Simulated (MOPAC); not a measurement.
MOPAC input (PM3):

```
PM3 FORCE THERMO(298,298) PRECISE LET UHF MS=0.5 GEO-OK AUX(PRECISION=9) THREADS=1
C5H4N

N     0.00157664 1    0.00129417 1    1.32579907 1
C    -0.00160261 1   -0.00131629 1   -1.34763386 1
C     0.00468070 1    1.18414729 1    0.65603623 1
C    -0.00311758 1   -1.18285545 1    0.65835990 1
C    -0.00494520 1   -1.23149958 1   -0.74747436 1
C     0.00316454 1    1.23003959 1   -0.74987997 1
H     0.00839003 1    2.08583100 1    1.27798026 1
H    -0.00534563 1   -2.08333365 1    1.28205837 1
H    -0.00869510 1   -2.16558015 1   -1.31359924 1
H     0.00556573 1    2.16300036 1   -1.31785862 1
```

Which zero-point energy does it print?

46.22 kcal/mol, from the harmonic wavenumbers of PM3.
